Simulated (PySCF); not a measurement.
2-cyanoacetamide, C3H4N2O, SMILES N#CCC(N)=O, point group Cs.

Force field and properties: PBE0/pcSseg-1 (PySCF, grid level 2). Vibrational terms come from second-order perturbation theory with semi-diagonal cubic constants, by steps of ±0.6 along the normal coordinates of each isotopologue. The parent has the commonest isotopes.

Equilibrium geometry (Å):

| atom | x | y | z |
| --- | --- | --- | --- |
| N1 | 1.5238 | -0.5641 | 2.0245 |
| C2 | 1.2625 | -0.0958 | 1.0034 |
| C3 | 0.8654 | 0.4641 | -0.2738 |
| C4 | -0.5776 | 0.1817 | -0.7190 |
| N5 | -1.3286 | -0.5591 | 0.1203 |
| O6 | -0.9649 | 0.6252 | -1.7759 |
| H7 | 1.5251 | 0.0886 | -1.0642 |
| H8 | 0.9892 | 1.5527 | -0.2558 |
| H9 | -2.2816 | -0.7597 | -0.1475 |
| H10 | -0.9778 | -0.9149 | 0.9979 |

Give the equilibrium and ground-state rotational constants (MHz) of parent; ²H at 7.


```csv
species,Ae,Be,Ce,A0,B0,C0,Δ0 (u Å²),harmonic ZPE (cm⁻¹)
parent,9340.4,2379.6,1918.8,9255.3,2364.8,1907.2,-3.331,16099
²H at 7,8806.7,2371.2,1900.3,8728.5,2356.6,1888.9,-4.796,15384
```

Δ0 = Ic − Ia − Ib from the ground-state constants.

How is the parent's vibrational correction B0 − Be made up?


```csv
axis,harmonic,Coriolis,cubic,total (MHz)
a,16.1,-43.6,-57.6,-85.1
b,2.71,-3.29,-14.2,-14.8
c,0.866,-0.795,-11.7,-11.6
```

And its quartic centrifugal distortion constants from the harmonic force field?

Asymmetric top, A reduction, Ir representation: ΔJ = 0.511 kHz, ΔJK = 1.11 kHz, ΔK = 6.83 kHz, δJ = 0.117 kHz, δK = 2.14 kHz.

Which nuclear quadrupole couplings χaa, χbb, χcc (MHz) does the parent show, at equilibrium and averaged?

14N at 1: -3.0, 0.9, 2.1 and -3.0, 1.0, 2.1; 14N at 5: 2.0, 2.4, -4.4 and 1.9, 2.3, -4.2.

A mode lies under 250 cm⁻¹, where this perturbation treatment is rough. Internal rotors are held in one well.
